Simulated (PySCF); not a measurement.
Species: F₄HP.
Atom-mapped SMILES: `[H][P:2]([F:1])([F:3])([F:4])[F:5]` (hydrogens: H6 on P2)

Structure used (PBE0-D3(BJ)/def2-SVP), in Å, numbered top down from 1:
```
atom  x, y, z in Å
F1     1.4557    0.5169   -0.2322
P2    -0.0331   -0.0194   -0.0012
F3    -0.5992    1.3871   -0.4706
F4     0.3077   -0.2538    1.5321
F5     0.2323   -1.1612   -1.0733
H6    -1.3386   -0.4987    0.2006
```

Method: core-valence-separated Tamm–Dancoff BHandHLYP/aug-pcX-1 (pcseg-1 on H, def2-SVPD on P) in PySCF, non-relativistic, gas phase, PBE0-D3(BJ)/def2-SVP geometry.

Computed fluorine K-edge spectrum, Gaussian lines of 0.6 eV full width, highest printed point 100; it ends one width below the last computed root. The energies are unshifted.

(photon energy (eV), absorption): (684.5, 0), (684.6, 0), (684.7, 1), (684.8, 3), (684.9, 7), (685.0, 14), (685.1, 26), (685.2, 42), (685.3, 62), (685.4, 81), (685.5, 96), (685.6, 100), (685.7, 92), (685.8, 74), (685.9, 52), (686.0, 31), (686.1, 16), (686.2, 8), (686.3, 4), (686.4, 4), (686.5, 7), (686.6, 14), (686.7, 26), (686.8, 40), (686.9, 55), (687.0, 64), (687.1, 65), (687.2, 57), (687.3, 45), (687.4, 33), (687.5, 26), (687.6, 23), (687.7, 24), (687.8, 26), (687.9, 28), (688.0, 28), (688.1, 28), (688.2, 26), (688.3, 24), (688.4, 22), (688.5, 21), (688.6, 21), (688.7, 22), (688.8, 22), (688.9, 22), (689.0, 19), (689.1, 15), (689.2, 11), (689.3, 7), (689.4, 4), (689.5, 3), (689.6, 2)

**Question.** Assign the maxima to core holes.

**Answer.** 4 maxima:
- 685.6 eV: F3/F4/F5 (phosphorus-bound fluorine), 685.62 eV, f = 0.058, sum of 2, 57 % of the height at the exact maximum; F3/F4/F5 (phosphorus-bound fluorine), 685.66 eV, f = 0.029, 27 % of the height at the exact maximum; F1 (phosphorus-bound fluorine), 685.34 eV, f = 0.025, 15 % of the height at the exact maximum
- 687.1 eV: F3/F4/F5 (phosphorus-bound fluorine), 687.03 eV, f = 0.044, sum of 2, 66 % of the height at the exact maximum; F3/F4/F5 (phosphorus-bound fluorine), 687.10 eV, f = 0.022, 33 % of the height at the exact maximum
- 688.0 eV: F1 (phosphorus-bound fluorine), 688.03 eV, f = 0.009, 32 % of the height at the exact maximum; F3/F4/F5 (phosphorus-bound fluorine), 688.30 eV, f = 0.015, sum of 3, 26 % of the height at the exact maximum; F1 (phosphorus-bound fluorine), 687.80 eV, f = 0.009, 24 % of the height at the exact maximum; F1 (phosphorus-bound fluorine), 687.73 eV, f = 0.009, 18 % of the height at the exact maximum
- 688.8 eV: F3/F4/F5 (phosphorus-bound fluorine), 688.87 eV, f = 0.013, sum of 2, 57 % of the height at the exact maximum; F3/F4/F5 (phosphorus-bound fluorine), 688.82 eV, f = 0.007, 30 % of the height at the exact maximum

Roots within 0.03 eV on the same or equivalent atoms count as one line; shares under 12 % aren't listed.

Vibrational structure and lifetime widths aren't in the curve. The ionisation threshold wasn't computed; near and above it a finite basis only mimics Rydberg series and continuum.
